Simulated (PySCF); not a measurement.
# Name the molecule from its bond curve

A diatomic of charge +1 contains Li. Its triplet curve at M06-L in a triple-zeta basis (no relativity, PySCF), in eV from the separated fragments:

```
R (Å)  E (eV)
2.124  -0.567
2.223  -0.697
2.322  -0.767
2.396  -0.794
2.470  -0.802
2.544  -0.798
2.643  -0.778
2.766  -0.737
2.915  -0.676
3.112  -0.586
```

The fit gives ωe = 327 cm⁻¹ and the rotational constant Bₑ = 0.4761 cm⁻¹.

Q: Which atom is the partner?

A: The minimum lies at 2.481 Å, so the reduced mass is 16.8576 u Å² cm⁻¹/(Bₑ·Re²) = 5.752 u. With Li at 7.02 u the partner weighs about 31.8 u: S. The molecule is LiS⁺.

The state is the lowest determinant that a PBE0 search found; another state may lie lower at other levels.
